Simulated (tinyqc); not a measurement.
Worked calculation (part 2 of 3): UKS/PBE in the sto-6g basis, for H2O, spin multiplicity 3. Computed by tinyqc, a small Python program that keeps every step (integrals from PySCF). Command: `OMP_NUM_THREADS=1 python tinyqc.py 25004 25005 out.jsonl` (the two numbers bound the seeds that draw the settings). One thread of a shared host (Intel(R) Xeon(R) Processor @ 2.60GHz), about 3 s of CPU time with the checks.

Geometry (angstrom):
```
atom        x         y        z
O     0.00000   0.00000  0.00000
H     0.00000   0.88900  0.75800
H     0.00000  -0.88900  0.75800
```

## Iteration 2: exchange-correlation on the grid

D(alpha) after iteration 1, order 1O 1s, 1O 2s, 1O 2px, 1O 2py, 1O 2pz, 2H 1s, 3H 1s:
$$\begin{pmatrix}
1.06023 & -0.27118 & -0.00058 & -0.01647 & -0.01274 & 0.06456 & 0.00759 \\
-0.27118 & 1.24860 & 0.00445 & 0.12565 & 0.08948 & -0.47348 & -0.03894 \\
-0.00058 & 0.00445 & 0.99983 & -0.00466 & 0.00321 & 0.00155 & -0.01458 \\
-0.01647 & 0.12565 & -0.00466 & 1.02786 & 0.09054 & -0.29000 & -0.07774 \\
-0.01274 & 0.08948 & 0.00321 & 0.09054 & 1.03687 & -0.27342 & 0.03970 \\
0.06456 & -0.47348 & 0.00155 & -0.29000 & -0.27342 & 1.28106 & 0.03556 \\
0.00759 & -0.03894 & -0.01458 & -0.07774 & 0.03970 & 0.03556 & 0.00928
\end{pmatrix}$$

D(beta) after iteration 1, order 1O 1s, 1O 2s, 1O 2px, 1O 2py, 1O 2pz, 2H 1s, 3H 1s:
$$\begin{pmatrix}
1.05569 & -0.24051 & -0.00146 & 0.01115 & 0.01464 & -0.00602 & 0.00155 \\
-0.24051 & 1.04189 & 0.00851 & -0.06645 & -0.09595 & 0.01094 & -0.00927 \\
-0.00146 & 0.00851 & 0.05438 & 0.16820 & -0.13593 & 0.01731 & -0.02519 \\
0.01115 & -0.06645 & 0.16820 & 0.78096 & -0.05697 & 0.20092 & -0.07532 \\
0.01464 & -0.09595 & -0.13593 & -0.05697 & 0.84911 & 0.16541 & 0.06633 \\
-0.00602 & 0.01094 & 0.01731 & 0.20092 & 0.16541 & 0.09246 & -0.00682 \\
0.00155 & -0.00927 & -0.02519 & -0.07532 & 0.06633 & -0.00682 & 0.01171
\end{pmatrix}$$

Becke grid with 20 radial and 50 angular points per atom, points of zero weight dropped. rho = sum D_ij phi_i phi_j; V_xc,ij = sum w v_xc phi_i phi_j plus the gradient terms; v_xc is d(rho eps)/d rho(s) for spin s at fixed gradient.

The 12 grid points with the largest w rho, of 2982 (bohr, atomic units):
```
x                y         z        w  rho(alpha)  rho(beta)    eps_xc  v_xc(alpha)
0.00000   -0.73898  -0.73898  0.09466     0.24908    0.22141  -0.64978     -0.82701
0.00000    0.73898  -0.73898  0.09466     0.24243    0.22536  -0.64875     -0.82009
0.31510    0.31510  -0.94531  0.08462     0.24167    0.23879  -0.65359     -0.82097
0.60338    0.60338  -0.60338  0.08845     0.24463    0.21291  -0.64508     -0.82113
0.73898    0.00000  -0.73898  0.09470     0.24483    0.18159  -0.63407     -0.81841
0.31510   -0.31510  -0.94531  0.08462     0.24720    0.22392  -0.65013     -0.82529
0.73898    0.73898   0.00000  0.09348     0.25243    0.17017  -0.63400     -0.82297
0.31510    0.94531  -0.31510  0.08378     0.24787    0.22231  -0.64981     -0.82410
-0.73898  -0.73898   0.00000  0.09348     0.24140    0.17935  -0.63109     -0.81506
-0.73898   0.00000   0.73898  0.09390     0.25206    0.16428  -0.63204     -0.82239
-0.31510  -0.94531  -0.31510  0.08378     0.24413    0.21836  -0.64631     -0.82195
-0.31510  -0.31510  -0.94531  0.08462     0.24715    0.20722  -0.64391     -0.82357
```

electrons on the grid, sum of w rho = 9.99970

E_xc = sum of w rho eps_xc = -9.6558607 hartree

V_xc(alpha) (hartree), order 1O 1s, 1O 2s, 1O 2px, 1O 2py, 1O 2pz, 2H 1s, 3H 1s:
$$\begin{pmatrix}
-3.11211 & -0.38380 & -0.00006 & -0.00101 & -0.00070 & -0.06249 & -0.06238 \\
-0.38380 & -0.83640 & -0.00028 & -0.00588 & -0.00590 & -0.23038 & -0.20943 \\
-0.00006 & -0.00028 & -0.83354 & 0.00010 & -0.00005 & -0.00007 & 0.00013 \\
-0.00101 & -0.00588 & 0.00010 & -0.83801 & -0.00560 & -0.14885 & 0.11991 \\
-0.00070 & -0.00590 & -0.00005 & -0.00560 & -0.83757 & -0.12739 & -0.10539 \\
-0.06249 & -0.23038 & -0.00007 & -0.14885 & -0.12739 & -0.54943 & -0.07394 \\
-0.06238 & -0.20943 & 0.00013 & 0.11991 & -0.10539 & -0.07394 & -0.29173
\end{pmatrix}$$

V_xc(beta) (hartree), order 1O 1s, 1O 2s, 1O 2px, 1O 2py, 1O 2pz, 2H 1s, 3H 1s:
$$\begin{pmatrix}
-3.08928 & -0.36729 & -0.00020 & 0.00086 & 0.00111 & -0.06014 & -0.06024 \\
-0.36729 & -0.75452 & -0.00146 & 0.00184 & 0.00125 & -0.20411 & -0.19461 \\
-0.00020 & -0.00146 & -0.68606 & -0.02088 & 0.01614 & -0.00105 & 0.00347 \\
0.00086 & 0.00184 & -0.02088 & -0.78682 & 0.00029 & -0.12966 & 0.11733 \\
0.00111 & 0.00125 & 0.01614 & 0.00029 & -0.79064 & -0.11120 & -0.10117 \\
-0.06014 & -0.20411 & -0.00105 & -0.12966 & -0.11120 & -0.39583 & -0.06553 \\
-0.06024 & -0.19461 & 0.00347 & 0.11733 & -0.10117 & -0.06553 & -0.29184
\end{pmatrix}$$

## Iteration 2: building the Kohn-Sham matrix

core Hamiltonian H = T + V (hartree), order 1O 1s, 1O 2s, 1O 2px, 1O 2py, 1O 2pz, 2H 1s, 3H 1s:
$$\begin{pmatrix}
-32.83702 & -7.25670 & 0.00000 & 0.00000 & -0.01431 & -1.07720 & -1.07720 \\
-7.25670 & -9.06038 & 0.00000 & 0.00000 & -0.16706 & -2.57251 & -2.57251 \\
0.00000 & 0.00000 & -7.31970 & 0.00000 & 0.00000 & 0.00000 & 0.00000 \\
0.00000 & 0.00000 & 0.00000 & -7.40932 & 0.00000 & -1.46334 & 1.46334 \\
-0.01431 & -0.16706 & 0.00000 & 0.00000 & -7.38486 & -1.29112 & -1.29112 \\
-1.07720 & -2.57251 & 0.00000 & -1.46334 & -1.29112 & -4.33517 & -0.95409 \\
-1.07720 & -2.57251 & 0.00000 & 1.46334 & -1.29112 & -0.95409 & -4.33517
\end{pmatrix}$$

nuclear repulsion = 7.5448723 hartree

Given earlier and not repeated: Two-electron integrals (ij|kl) in chemists' order.

J_ij = sum D_kl (ij|kl) with D = D(alpha) + D(beta); F = H + J + V_xc; E = tr D H + tr D J / 2 + E_xc + E_nn.

Coulomb J (hartree), order 1O 1s, 1O 2s, 1O 2px, 1O 2py, 1O 2pz, 2H 1s, 3H 1s:
$$\begin{pmatrix}
17.68197 & 3.14760 & 0.00063 & 0.00655 & 0.00555 & 0.47748 & 0.47693 \\
3.14760 & 8.25993 & 0.00291 & 0.07221 & 0.07026 & 2.35333 & 2.27893 \\
0.00063 & 0.00291 & 8.18998 & 0.01622 & -0.01281 & 0.00130 & -0.00288 \\
0.00655 & 0.07221 & 0.01622 & 8.29647 & 0.02331 & 1.49332 & -1.37985 \\
0.00555 & 0.07026 & -0.01281 & 0.02331 & 8.29335 & 1.27638 & 1.21335 \\
0.47748 & 2.35333 & 0.00130 & 1.49332 & 1.27638 & 4.75889 & 0.86954 \\
0.47693 & 2.27893 & -0.00288 & -1.37985 & 1.21335 & 0.86954 & 4.22986
\end{pmatrix}$$

F(alpha) (hartree), order 1O 1s, 1O 2s, 1O 2px, 1O 2py, 1O 2pz, 2H 1s, 3H 1s:
$$\begin{pmatrix}
-18.26716 & -4.49290 & 0.00057 & 0.00554 & -0.00945 & -0.66221 & -0.66265 \\
-4.49290 & -1.63685 & 0.00263 & 0.06634 & -0.10270 & -0.44955 & -0.50300 \\
0.00057 & 0.00263 & 0.03674 & 0.01632 & -0.01286 & 0.00124 & -0.00274 \\
0.00554 & 0.06634 & 0.01632 & 0.04914 & 0.01771 & -0.11888 & 0.20341 \\
-0.00945 & -0.10270 & -0.01286 & 0.01771 & 0.07093 & -0.14214 & -0.18316 \\
-0.66221 & -0.44955 & 0.00124 & -0.11888 & -0.14214 & -0.12571 & -0.15850 \\
-0.66265 & -0.50300 & -0.00274 & 0.20341 & -0.18316 & -0.15850 & -0.39704
\end{pmatrix}$$

F(beta) (hartree), order 1O 1s, 1O 2s, 1O 2px, 1O 2py, 1O 2pz, 2H 1s, 3H 1s:
$$\begin{pmatrix}
-18.24433 & -4.47639 & 0.00043 & 0.00742 & -0.00764 & -0.65986 & -0.66051 \\
-4.47639 & -1.55497 & 0.00144 & 0.07405 & -0.09555 & -0.42329 & -0.48818 \\
0.00043 & 0.00144 & 0.18422 & -0.00466 & 0.00333 & 0.00025 & 0.00059 \\
0.00742 & 0.07405 & -0.00466 & 0.10033 & 0.02360 & -0.09969 & 0.20082 \\
-0.00764 & -0.09555 & 0.00333 & 0.02360 & 0.11785 & -0.12594 & -0.17895 \\
-0.65986 & -0.42329 & 0.00025 & -0.09969 & -0.12594 & 0.02790 & -0.15008 \\
-0.66051 & -0.48818 & 0.00059 & 0.20082 & -0.17895 & -0.15008 & -0.39715
\end{pmatrix}$$

total energy of this density = -75.3161051 hartree

## Iteration 2: DIIS over 2 matrices

error matrix X^T (FDS - SDF) X (alpha):
$$\begin{pmatrix}
0.00000 & -0.00527 & -0.01554 & -0.00197 & -0.07973 & -0.13248 & 0.10548 \\
0.00527 & 0.00000 & 0.02242 & 0.00246 & 0.10608 & 0.17754 & -0.14231 \\
0.01554 & -0.02242 & 0.00000 & -0.00110 & -0.02639 & -0.04011 & 0.02913 \\
0.00197 & -0.00246 & 0.00110 & 0.00000 & 0.00232 & 0.00432 & -0.00379 \\
0.07973 & -0.10608 & 0.02639 & -0.00232 & 0.00000 & 0.01919 & -0.02969 \\
0.13248 & -0.17754 & 0.04011 & -0.00432 & -0.01919 & 0.00000 & -0.02394 \\
-0.10548 & 0.14231 & -0.02913 & 0.00379 & 0.02969 & 0.02394 & 0.00000
\end{pmatrix}$$

B (overlaps of the stored error matrices):
$$\begin{pmatrix}
2.2149180e+02 & -5.2956581e-01 \\
-5.2956581e-01 & 4.6775792e-01
\end{pmatrix}$$

Minimise |sum c_i e_i|^2 with sum c_i = 1: solve [B -1; -1 0][c; lambda] = [0; -1] with B_ij = tr e_i^T e_j summed over both spins, and take F = sum c_i F_i.

DIIS coefficients: [0.00447, 0.99553]

extrapolated F(alpha) (hartree), order 1O 1s, 1O 2s, 1O 2px, 1O 2py, 1O 2pz, 2H 1s, 3H 1s:
$$\begin{pmatrix}
-18.28164 & -4.49490 & 0.00053 & 0.00562 & -0.00943 & -0.66252 & -0.66297 \\
-4.49490 & -1.63978 & 0.00233 & 0.06610 & -0.10232 & -0.45027 & -0.50330 \\
0.00053 & 0.00233 & 0.03378 & 0.01628 & -0.01287 & 0.00116 & -0.00281 \\
0.00562 & 0.06610 & 0.01628 & 0.04622 & 0.01758 & -0.11940 & 0.20332 \\
-0.00943 & -0.10232 & -0.01287 & 0.01758 & 0.06799 & -0.14241 & -0.18307 \\
-0.66252 & -0.45027 & 0.00116 & -0.11940 & -0.14241 & -0.12703 & -0.15856 \\
-0.66297 & -0.50330 & -0.00281 & 0.20332 & -0.18307 & -0.15856 & -0.39543
\end{pmatrix}$$

extrapolated F(beta) (hartree), order 1O 1s, 1O 2s, 1O 2px, 1O 2py, 1O 2pz, 2H 1s, 3H 1s:
$$\begin{pmatrix}
-18.25542 & -4.47810 & 0.00039 & 0.00738 & -0.00754 & -0.66013 & -0.66077 \\
-4.47810 & -1.55785 & 0.00141 & 0.07371 & -0.09514 & -0.42403 & -0.48845 \\
0.00039 & 0.00141 & 0.18131 & -0.00471 & 0.00333 & 0.00023 & 0.00058 \\
0.00738 & 0.07371 & -0.00471 & 0.09747 & 0.02336 & -0.10028 & 0.20069 \\
-0.00754 & -0.09514 & 0.00333 & 0.02336 & 0.11499 & -0.12625 & -0.17882 \\
-0.66013 & -0.42403 & 0.00023 & -0.10028 & -0.12625 & 0.02601 & -0.15016 \\
-0.66077 & -0.48845 & 0.00058 & 0.20069 & -0.17882 & -0.15016 & -0.39547
\end{pmatrix}$$

## Iteration 2: diagonalisation and new density

X, order 1O 1s, 1O 2s, 1O 2px, 1O 2py, 1O 2pz, 2H 1s, 3H 1s:
$$\begin{pmatrix}
-0.35378 & 0.00000 & 0.72269 & 0.00000 & 0.61727 & 0.00000 & 0.18391 \\
0.98565 & 0.00000 & -0.30472 & 0.00000 & 0.32385 & 0.00000 & 0.44644 \\
0.00000 & 0.00000 & 0.00000 & 1.00000 & 0.00000 & 0.00000 & 0.00000 \\
0.00000 & 0.81687 & 0.00000 & 0.00000 & 0.00000 & 0.70157 & 0.00000 \\
0.48291 & 0.00000 & 0.66638 & 0.00000 & -0.60939 & 0.00000 & 0.22477 \\
-0.62137 & -0.74077 & -0.18847 & 0.00000 & -0.15567 & 0.38682 & 0.38907 \\
-0.62137 & 0.74077 & -0.18847 & 0.00000 & -0.15567 & -0.38682 & 0.38907
\end{pmatrix}$$

Diagonalise F' = X^T F X, C = X C', fill 6 alpha and 4 beta electrons from the bottom; D(s) = C_occ C_occ^T. Each column has its largest component positive (the first on a tie).

F' = X^T F X (alpha) (hartree):
$$\begin{pmatrix}
-0.36829 & 0.08632 & 2.01840 & -0.00309 & 1.86329 & -0.02308 & 0.74565 \\
0.08632 & 0.30873 & 0.01265 & 0.01035 & 0.03728 & 0.15106 & -0.04688 \\
2.01840 & 0.01265 & -7.35463 & -0.00859 & -7.98050 & -0.02937 & -3.56355 \\
-0.00309 & 0.01035 & -0.00859 & 0.03378 & 0.00918 & 0.01295 & -0.00240 \\
1.86329 & 0.03728 & -7.98050 & 0.00918 & -8.59330 & -0.01822 & -4.00292 \\
-0.02308 & 0.15106 & -0.02937 & 0.01295 & -0.01822 & -0.18314 & 0.10023 \\
0.74565 & -0.04688 & -3.56355 & -0.00240 & -4.00292 & 0.10023 & -2.40616
\end{pmatrix}$$

orbital energies (alpha) (hartree): MO1 -18.28641, MO2 -0.65817, MO3 -0.23934, MO4 -0.06262, MO5 0.03289, MO6 0.26198, MO7 0.38867

coefficients C (alpha), order 1O 1s, 1O 2s, 1O 2px, 1O 2py, 1O 2pz, 2H 1s, 3H 1s:
$$\begin{pmatrix}
0.99579 & -0.20399 & 0.10720 & 0.11131 & -0.00859 & -0.05027 & 0.05087 \\
0.01873 & 0.75924 & -0.49578 & -0.58305 & 0.04828 & 0.33655 & -0.30067 \\
-0.00003 & 0.00371 & 0.03768 & 0.02565 & 0.99615 & -0.07138 & -0.02245 \\
-0.00040 & -0.10195 & -0.34856 & 0.31495 & -0.04759 & -0.47746 & -0.83556 \\
0.00208 & 0.13194 & 0.08086 & 0.47760 & 0.03687 & 0.84779 & -0.35635 \\
-0.00367 & 0.10893 & -0.33955 & 0.58405 & 0.00068 & -0.23085 & 0.87978 \\
-0.00386 & 0.35328 & 0.74273 & 0.29635 & -0.09131 & -0.67966 & -0.24706
\end{pmatrix}$$

F' = X^T F X (beta) (hartree):
$$\begin{pmatrix}
-0.27498 & 0.14380 & 2.02782 & 0.00236 & 1.88250 & -0.05374 & 0.75177 \\
0.14380 & 0.39133 & 0.03035 & -0.00359 & 0.05541 & 0.13699 & -0.08743 \\
2.02782 & 0.03035 & -7.31657 & 0.00192 & -7.98877 & -0.03896 & -3.57274 \\
0.00236 & -0.00359 & 0.00192 & 0.18131 & -0.00146 & -0.00344 & 0.00177 \\
1.88250 & 0.05541 & -7.98877 & -0.00146 & -8.55184 & -0.03056 & -4.00283 \\
-0.05374 & 0.13699 & -0.03896 & -0.00344 & -0.03056 & -0.12573 & 0.13431 \\
0.75177 & -0.08743 & -3.57274 & 0.00177 & -4.00283 & 0.13431 & -2.33801
\end{pmatrix}$$

orbital energies (beta) (hartree): MO1 -18.25979, MO2 -0.60224, MO3 -0.19626, MO4 0.02077, MO5 0.18107, MO6 0.30146, MO7 0.52051

coefficients C (beta), order 1O 1s, 1O 2s, 1O 2px, 1O 2py, 1O 2pz, 2H 1s, 3H 1s:
$$\begin{pmatrix}
0.99598 & -0.19108 & 0.13998 & 0.08920 & 0.00135 & -0.04544 & 0.06463 \\
0.01790 & 0.70018 & -0.64509 & -0.46937 & -0.01023 & 0.30404 & -0.38596 \\
-0.00002 & -0.00276 & -0.00323 & 0.00389 & 0.99894 & 0.04532 & 0.00486 \\
-0.00051 & -0.11673 & -0.29210 & 0.42747 & 0.02785 & -0.60138 & -0.71789 \\
0.00189 & 0.12919 & 0.09527 & 0.53287 & -0.03527 & 0.78980 & -0.40547 \\
-0.00343 & 0.08514 & -0.25498 & 0.50961 & -0.00113 & -0.13605 & 0.97216 \\
-0.00369 & 0.43543 & 0.75723 & 0.20594 & 0.03458 & -0.68360 & -0.14715
\end{pmatrix}$$

D(alpha) after iteration 2, order 1O 1s, 1O 2s, 1O 2px, 1O 2py, 1O 2pz, 2H 1s, 3H 1s:
$$\begin{pmatrix}
1.05970 & -0.27161 & 0.00114 & 0.04250 & -0.00595 & 0.01434 & 0.07165 \\
-0.27161 & 1.27814 & -0.00675 & -0.25123 & 0.06877 & -0.16721 & -0.50602 \\
0.00114 & -0.00675 & 0.99950 & -0.01876 & -0.00800 & 0.01975 & -0.00555 \\
0.04250 & -0.25123 & -0.01876 & 0.46131 & -0.29775 & 0.40138 & 0.12729 \\
-0.00595 & 0.06877 & -0.00800 & -0.29775 & 0.97216 & 0.07017 & -0.33138 \\
0.01434 & -0.16721 & 0.01975 & 0.40138 & 0.07017 & 0.52158 & 0.11622 \\
0.07165 & -0.50602 & -0.00555 & 0.12729 & -0.33138 & 0.11622 & 1.23455
\end{pmatrix}$$

D(beta) after iteration 2, order 1O 1s, 1O 2s, 1O 2px, 1O 2py, 1O 2pz, 2H 1s, 3H 1s:
$$\begin{pmatrix}
1.05605 & -0.24813 & 0.00040 & 0.01903 & 0.03806 & -0.00992 & 0.03749 \\
-0.24813 & 1.12703 & -0.00168 & -0.09395 & -0.22108 & -0.01516 & -0.28033 \\
0.00040 & -0.00168 & 0.00003 & 0.00293 & 0.00141 & 0.00257 & -0.00284 \\
0.01903 & -0.09395 & 0.00293 & 0.28168 & 0.18488 & 0.28239 & -0.18398 \\
0.03806 & -0.22108 & 0.00141 & 0.18488 & 0.30972 & 0.25826 & 0.23812 \\
-0.00992 & -0.01516 & 0.00257 & 0.28239 & 0.25826 & 0.33198 & -0.05105 \\
0.03749 & -0.28033 & -0.00284 & -0.18398 & 0.23812 & -0.05105 & 0.80543
\end{pmatrix}$$

## Iteration 11 (converged): orbitals

converged F(alpha) (hartree), order 1O 1s, 1O 2s, 1O 2px, 1O 2py, 1O 2pz, 2H 1s, 3H 1s:
$$\begin{pmatrix}
-18.85208 & -4.61491 & 0.00000 & 0.00000 & -0.00817 & -0.68043 & -0.68043 \\
-4.61491 & -1.93924 & 0.00000 & 0.00000 & -0.06908 & -0.53344 & -0.53344 \\
0.00000 & 0.00000 & -0.26828 & 0.00000 & 0.00000 & 0.00000 & 0.00000 \\
0.00000 & 0.00000 & 0.00000 & -0.24953 & 0.00000 & -0.18965 & 0.18965 \\
-0.00817 & -0.06908 & 0.00000 & 0.00000 & -0.23255 & -0.17584 & -0.17584 \\
-0.68043 & -0.53344 & 0.00000 & -0.18965 & -0.17584 & -0.27487 & -0.16745 \\
-0.68043 & -0.53344 & 0.00000 & 0.18965 & -0.17584 & -0.16745 & -0.27486
\end{pmatrix}$$

converged F(beta) (hartree), order 1O 1s, 1O 2s, 1O 2px, 1O 2py, 1O 2pz, 2H 1s, 3H 1s:
$$\begin{pmatrix}
-18.82493 & -4.59706 & 0.00000 & 0.00000 & -0.00355 & -0.67788 & -0.67788 \\
-4.59706 & -1.84737 & 0.00000 & 0.00000 & -0.04569 & -0.51154 & -0.51154 \\
0.00000 & 0.00000 & -0.10370 & 0.00000 & 0.00000 & 0.00000 & 0.00000 \\
0.00000 & 0.00000 & 0.00000 & -0.21081 & 0.00000 & -0.18064 & 0.18064 \\
-0.00355 & -0.04569 & 0.00000 & 0.00000 & -0.16028 & -0.16283 & -0.16283 \\
-0.67788 & -0.51154 & 0.00000 & -0.18064 & -0.16283 & -0.20666 & -0.15933 \\
-0.67788 & -0.51154 & 0.00000 & 0.18064 & -0.16283 & -0.15933 & -0.20666
\end{pmatrix}$$

As before.

F' = X^T F X (alpha) (hartree):
$$\begin{pmatrix}
-0.56421 & 0.00000 & 2.09720 & 0.00000 & 1.94682 & 0.00000 & 0.63662 \\
0.00000 & 0.17464 & 0.00000 & 0.00000 & 0.00000 & -0.00418 & 0.00000 \\
2.09720 & 0.00000 & -7.77165 & 0.00000 & -8.06755 & 0.00000 & -3.65581 \\
0.00000 & 0.00000 & 0.00000 & -0.26828 & 0.00000 & 0.00000 & 0.00000 \\
1.94682 & 0.00000 & -8.06755 & 0.00000 & -9.00356 & 0.00000 & -4.12064 \\
0.00000 & -0.00418 & 0.00000 & 0.00000 & 0.00000 & -0.36083 & 0.00000 \\
0.63662 & 0.00000 & -3.65581 & 0.00000 & -4.12064 & 0.00000 & -2.56907
\end{pmatrix}$$

orbital energies (alpha) (hartree): MO1 -18.85636, MO2 -0.87718, MO3 -0.36086, MO4 -0.28916, MO5 -0.26828, MO6 0.11421, MO7 0.17467

coefficients C (alpha), order 1O 1s, 1O 2s, 1O 2px, 1O 2py, 1O 2pz, 2H 1s, 3H 1s:
$$\begin{pmatrix}
0.99605 & -0.23748 & 0.00000 & 0.07612 & 0.00000 & 0.08939 & 0.00000 \\
0.01763 & 0.93818 & -0.00001 & -0.40181 & 0.00000 & -0.57149 & -0.00002 \\
0.00000 & 0.00000 & 0.00000 & 0.00001 & 1.00000 & 0.00000 & 0.00000 \\
0.00000 & 0.00000 & 0.70792 & -0.00001 & 0.00000 & -0.00003 & 0.81137 \\
0.00189 & 0.09665 & 0.00001 & 0.77799 & 0.00000 & -0.69609 & -0.00002 \\
-0.00353 & 0.09874 & 0.38104 & 0.30435 & 0.00000 & 0.70347 & -0.74373 \\
-0.00353 & 0.09874 & -0.38103 & 0.30436 & 0.00000 & 0.70342 & 0.74379
\end{pmatrix}$$

F' = X^T F X (beta) (hartree):
$$\begin{pmatrix}
-0.45456 & 0.00000 & 2.11596 & 0.00000 & 1.95521 & 0.00000 & 0.66153 \\
0.00000 & 0.24461 & 0.00000 & 0.00000 & 0.00000 & -0.02009 & 0.00000 \\
2.11596 & 0.00000 & -7.72723 & 0.00000 & -8.08077 & 0.00000 & -3.65561 \\
0.00000 & 0.00000 & 0.00000 & -0.10370 & 0.00000 & 0.00000 & 0.00000 \\
1.95521 & 0.00000 & -8.08077 & 0.00000 & -8.95907 & 0.00000 & -4.12551 \\
0.00000 & -0.02009 & 0.00000 & 0.00000 & 0.00000 & -0.31402 & 0.00000 \\
0.66153 & 0.00000 & -3.65561 & 0.00000 & -4.12551 & 0.00000 & -2.49458
\end{pmatrix}$$

orbital energies (beta) (hartree): MO1 -18.82880, MO2 -0.78916, MO3 -0.31474, MO4 -0.22954, MO5 -0.10370, MO6 0.21206, MO7 0.24533

coefficients C (beta), order 1O 1s, 1O 2s, 1O 2px, 1O 2py, 1O 2pz, 2H 1s, 3H 1s:
$$\begin{pmatrix}
0.99625 & -0.23483 & 0.00000 & 0.07374 & 0.00000 & -0.09585 & 0.00001 \\
0.01672 & 0.92497 & -0.00001 & -0.39321 & 0.00000 & 0.59840 & -0.00005 \\
0.00000 & 0.00000 & 0.00000 & 0.00000 & 1.00000 & 0.00000 & 0.00000 \\
0.00000 & 0.00000 & 0.73044 & -0.00001 & 0.00000 & 0.00006 & 0.79116 \\
0.00152 & 0.06663 & 0.00001 & 0.77654 & 0.00000 & 0.70120 & -0.00005 \\
-0.00329 & 0.11652 & 0.35999 & 0.30796 & 0.00000 & -0.69920 & -0.75412 \\
-0.00329 & 0.11652 & -0.35998 & 0.30796 & 0.00000 & -0.69908 & 0.75423
\end{pmatrix}$$

D(alpha) after iteration 11, order 1O 1s, 1O 2s, 1O 2px, 1O 2py, 1O 2pz, 2H 1s, 3H 1s:
$$\begin{pmatrix}
1.06229 & -0.28690 & 0.00000 & 0.00000 & -0.02407 & 0.05909 & 0.05908 \\
-0.28690 & 1.36854 & 0.00000 & 0.00002 & 0.17591 & -0.43175 & -0.43172 \\
0.00000 & 0.00000 & 1.00000 & 0.00000 & 0.00000 & 0.00000 & 0.00000 \\
0.00000 & 0.00002 & 0.00000 & 0.50115 & 0.00002 & 0.26972 & -0.26976 \\
-0.02407 & 0.17591 & 0.00000 & 0.00002 & 1.09915 & -0.24336 & -0.24332 \\
0.05909 & -0.43175 & 0.00000 & 0.26972 & -0.24336 & 0.74245 & 0.45204 \\
0.05908 & -0.43172 & 0.00000 & -0.26976 & -0.24332 & 0.45204 & 0.74237
\end{pmatrix}$$

D(beta) after iteration 11, order 1O 1s, 1O 2s, 1O 2px, 1O 2py, 1O 2pz, 2H 1s, 3H 1s:
$$\begin{pmatrix}
1.05310 & -0.22955 & 0.00000 & 0.00000 & 0.04314 & -0.00793 & -0.00793 \\
-0.22955 & 1.01046 & 0.00000 & 0.00000 & -0.24369 & -0.01337 & -0.01337 \\
0.00000 & 0.00000 & 0.00000 & 0.00000 & 0.00000 & 0.00000 & 0.00000 \\
0.00000 & 0.00000 & 0.00000 & 0.53354 & 0.00000 & 0.26295 & -0.26295 \\
0.04314 & -0.24369 & 0.00000 & 0.00000 & 0.60746 & 0.24690 & 0.24690 \\
-0.00793 & -0.01337 & 0.00000 & 0.26295 & 0.24690 & 0.23802 & -0.02116 \\
-0.00793 & -0.01337 & 0.00000 & -0.26295 & 0.24690 & -0.02116 & 0.23801
\end{pmatrix}$$
